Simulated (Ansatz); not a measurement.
**Al₂O+ (quartet): the correlation ladder, cc-pVTZ**

The task here is to estimate one member of a computed series from the others.

The runs use Ansatz 0.2.0, Gaussian basis; cc-pVTZ, core rule «outside noble gas», up to 11 orbitals frozen.

The runs, in order: UHF; CCSD(T) on ROHF; CCSD(T) on UHF; BCCD(T) on ROHF; CCSDT(Q) on ROHF; CCSDT(Q) on UHF.

9 further runs of the same task are left out: 5 for a known fault of the program, 4 set aside as unsound or not needed.

## What is computed

The geometry is a PBE0/def2-TZVP stationary point (not a proven minimum) of the parent state, kept for this charge and spin.

3 atoms, charge 1, spin multiplicity 4.

Atoms are counted from 1 here; the program's logs count them from 0.

Bond lengths: Al1–Al2 2.555 Å, Al2–O3 1.606 Å. Angles: Al1–Al2–O3 180.0°.

Set-up of the first run:

Input file in.yaml:

```yaml
crystal:
  periodic: [false, false, false]
  atoms:
    - {symbol: Al, position_ang: [0.000000, 0.000000, 2.238600]}
    - {symbol: Al, position_ang: [0.000000, 0.000000, -0.316100]}
    - {symbol: O, position_ang: [0.000000, 0.000000, -1.922500]}
basis:
  gaussian: {orbitals: cc-pVTZ}
total_charge: 1
magnetization: {spin_polarized: true, initial_magnetization: 3}
hamiltonian: {xc: hf}
output: {orbitals: {seedname: orbitals}}
```

Started as:

```console
$ ansatz run in.yaml --threads 1 --pin off --events-out ev --progress --plain --max-ram 4096MiB --backend cpu
```

Steps of the session up to this table: UHF; CCSD(T) on ROHF; CCSD(T) on UHF; BCCD(T) on ROHF; CCSDT(Q) on ROHF; CCSDT(Q) on UHF.

One of the session's tables, all rows but one given; the rest of the session is left out.

| method | from UCCSDT(Q) (meV) |
| --- | --- |
| ROHF | +8268.3 |
| UHF | +8047.3 |
| RMP2 | +1110.6 |
| UMP2 | +1100.5 |
| RCCSD | +355.9 |
| UCCSD | +346.5 |
| RCCSD(T) | +67.7 |
| UCCSD(T) | +65.1 |
| BCCD(T) | ? |
| RCCSDT | +21.5 |
| UCCSDT | +18.4 |
| RCCSDT(Q) | +4.2 |
| UCCSDT(Q) | 0 |

Estimate the missing values for BCCD(T).

As computed: from UCCSDT(Q) (meV): +65.3. In the column «from UCCSDT(Q) (meV)» it lies between UCCSD(T) (+65.1) and RCCSD(T) (+67.7).

To keep in mind: Restricted and unrestricted rows rest on different reference determinants; where their highest levels disagree by more than a few hundredths of an eV, they describe different states and don't form one ladder.
